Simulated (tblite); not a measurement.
Species: C3H4NO (doublet state).
SMILES with atom numbers: `[CH2:1]=[C:2][C:3]([NH2:4])=[O:5]` (hydrogens: H6, H7 on C1; H8, H9 on N4)

The geometry is computed with GFN2-xTB (gas phase). This method treats the open shell by occupation alone, without spin polarisation.

Some entries are withheld.

| coordinate | value |
| --- | --- |
| C1=C2 | 1.284 Å |
| C2–C3 | ? |
| C3–N4 | ? |
| C3=O5 | ? |
| C1–H6 | 1.087 Å |
| C1–H7 | 1.083 Å |
| N4–H8 | 1.004 Å |
| N4–H9 | 1.006 Å |
| C2–C1–H6 | ? |
| C2–C1–H7 | ? |
| H6–C1–H7 | 114.1° |
| C1–C2–C3 | 166.0° |
| C2–C3–N4 | 115.0° |
| C2–C3–O5 | 122.8° |
| N4–C3–O5 | 122.2° |
| C3–N4–H8 | 120.8° |
| C3–N4–H9 | ? |
| H8–N4–H9 | 118.2° |

Q: Estimate the withheld lengths and angles.

A: 
- C2–C3 = 1.405 Å, drawn single (ends: carbon bonded to 2 C; carbon bonded to C, N and O); 0.01 Å below the sum of covalent radii, 1.42 Å.
- C3–N4 = 1.377 Å, drawn single (ends: carbon bonded to C, N and O; nitrogen bonded to C and 2 H); 0.06 Å below the sum of covalent radii, 1.44 Å.
- C3=O5 = 1.226 Å, drawn double (ends: carbon bonded to C, N and O; oxygen bonded to C); 0.16 Å below the sum of covalent radii, 1.39 Å.
- C2–C1–H6 = 123.4°, at the carbon bonded to C and 2 H; the outer atoms are 2.089 Å apart.
- C2–C1–H7 = 122.5°, at the carbon bonded to C and 2 H; the outer atoms are 2.077 Å apart.
- C3–N4–H9 = 116.9°, at the nitrogen bonded to C and 2 H; the outer atoms are 2.040 Å apart.

Radii are Cordero's, carbon taken as 0.76, 0.73 or 0.69 Å for four, three, and two or fewer neighbours.

Its GFN2-xTB frequencies are all real (lowest 84 cm⁻¹). Torsions: C2–C3–N4–H -16° and -172°.

Hardware: an Arm Neoverse V2 with one thread, on a shared host. Cost: 0.2 s of wall time. These figures are those of the optimisation.

One conformer stands for the species.
